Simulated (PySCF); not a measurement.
Consider `C1CCOC1` (C4H8O). Atom numbers as in the mapped SMILES `[CH2:1]1[CH2:2][CH2:3][O:4][CH2:5]1`. These are map numbers, not IUPAC locants.

Computed at ωB97X-D3(BJ)/ma-def2-TZVP // PBE0-D3(BJ)/def2-SVP with PySCF (density fitting, grid level 2). The prefix ma- adds one diffuse s and one diffuse p function on all atoms but H. Thermal corrections: PBE0-D3(BJ)/def2-SVP frequencies, unscaled, ideal gas at 298.15 K and 1 bar, quasi-RRHO entropy.

Question: What are the vertical and the adiabatic ionisation energy for forming the radical cation?

Answer: 9.81 eV vertical and 9.28 eV adiabatic, the latter with zero-point energy.

Question: Where does the unpaired spin of the relaxed radical cation sit?

Answer: O4 (ether oxygen) 0.71, H (on C3) 0.09, H (on C5) 0.09 (intrinsic atomic orbital populations).

Question: What oxidation potential follows in acetonitrile (IEF-PCM), given that Fc+/Fc comes at 4.54 V absolute with this functional and basis?

Answer: In the gas phase ΔG of oxidation is 9.304 eV, and solvation is -12.8 kJ/mol for the parent and -245.4 kJ/mol for the product, so the absolute potential is 6.89 V, or 2.35 V against Fc+/Fc. Fc+/Fc in acetonitrile, 4.54 V, is ωB97X-D3(BJ)/ma-def2-TZVP on PBE0-D3(BJ)/def2-SVP structures with GFN2-xTB thermal terms. Benchmark calculations put it near 5.0 V in acetonitrile and DMSO, so it is about 0.5 V low, and the value against it can read up to that much too high. The solvent is electrostatics only, on gas-phase structures; the absolute scale refers to an electron at rest in vacuum.

Question: How far is −ε(HOMO) from the vertical value by ΔSCF?

Answer: −ε(HOMO) = 9.91 eV, which is 0.10 eV above the ΔSCF value.
